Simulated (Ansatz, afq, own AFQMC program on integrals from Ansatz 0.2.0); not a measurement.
Two steps: Ansatz 0.2.0 writes the Fock matrix and Cholesky factors of the valence space, and afq projects on them the lowest state that overlaps trial and start.

```yaml
crystal:
  periodic: [false, false, false]
  atoms:
    - {symbol: Si, position_ang: [0.000000, 0.067650, -0.078712]}
    - {symbol: H, position_ang: [0.000000, -1.225497, -0.823444]}
    - {symbol: H, position_ang: [0.439321, -0.329762, 1.508342]}
    - {symbol: H, position_ang: [-0.439321, -0.329762, 1.508342]}
basis:
  gaussian: {orbitals: 6-31G}
total_charge: 1
magnetization: {spin_polarized: true, initial_magnetization: 2}
correlation: {method: ccsd_t, electrons: outside_noble_gas, hamiltonian_folder: ham}
```

```sh
$ ansatz run in.yaml --threads 1 --pin off --events-out ev --progress --plain --max-ram 24576MiB --backend cuda --devices 0, --max-vram 18GiB
```

afq runs on the folder ham with

```
--method phaseless --trial hf --walkers 4000 --populations 20 --least-time 40 --time-step 0.005 --steps-per-block 20 --equilibration-blocks 112 --max-blocks 4000 --target-error 0.0007499999999999999 --factor-cut 1e-05 --start spin_pure --seed 5358 --taylor-order 6
```

Times are imaginary, in 1/Eh. The walk had a cap of 49 s. With eight or more populations the least sampling time is a fifth of least-time, and the error comes from their spread.

afq prints:

```
orbitals 14  electrons 4 2  factors 85 of 236
reference energy -290.18393959 Eh
CCSD correlation -0.06117908 Eh in 10 cycles, weight of the determinant in the CISD state 0.9517
energy of the start -290.183958 Eh
 block  time / (1/Eh)  mean weight  energy / Eh
     1     0.100  1.0002  -290.192805
     2     0.200  1.0002  -290.200317
     3     0.300  1.0001  -290.206549
     4     0.400  1.0004  -290.211618
     5     0.500  1.0001  -290.215761
    10     1.000  1.0000  -290.229099
    25     2.500  1.0001  -290.241654
    29     2.900  0.9999  -290.242376
    49     4.900  1.0000  -290.244153
    69     6.900  1.0000  -290.243784
    89     8.900  0.9999  -290.246859
   109    10.900  0.9998  -290.247654
   113    11.300  0.9999  -290.247811
   129    12.900  1.0000  -290.244646
   149    14.900  0.9999  -290.245614
   169    16.900  0.9999  -290.245846
   189    18.900  1.0000  -290.244919
error from the spread of 20 populations
energy -290.245834 +/- 0.000466 Eh
(rows thinned)
```

The run passed its tests (sampling time, drift between the halves within three errors, error under three times the target), which doesn't prove that it has relaxed.

Against this walk (error 12.7 meV) on the same determinant: CCSD(T) 1.1 meV higher (within the noise), CCSDT(Q) 7.9 meV lower (within the noise), CCSDTQ 8.0 meV lower (within the noise), full CI 8.0 meV lower (within the noise), a separate phaseless walk with a CISD trial and standard settings 7.3 ± 12.7 meV lower (within the noise). The error is statistical and leaves out the bias of the constraint.

Cautions: constraint bias not in the error; lower spins were not checked.

The walk took 18 s on 1 × NVIDIA H100 80GB HBM3 with 2 threads of AMD EPYC 7R13 Processor (Zen 3) (shared host) (the card was shared). The log's last line is the phaseless energy.

CCSDT and higher add their correlation energy to the determinant of the CCSD(T) run, since their own runs factorise the integrals more tightly (a shift of under 2 meV). A walk keeps the symmetry of its determinant, which the program's search chose and which needn't be the lowest solution, so a lower state of the same spin and another symmetry isn't excluded.
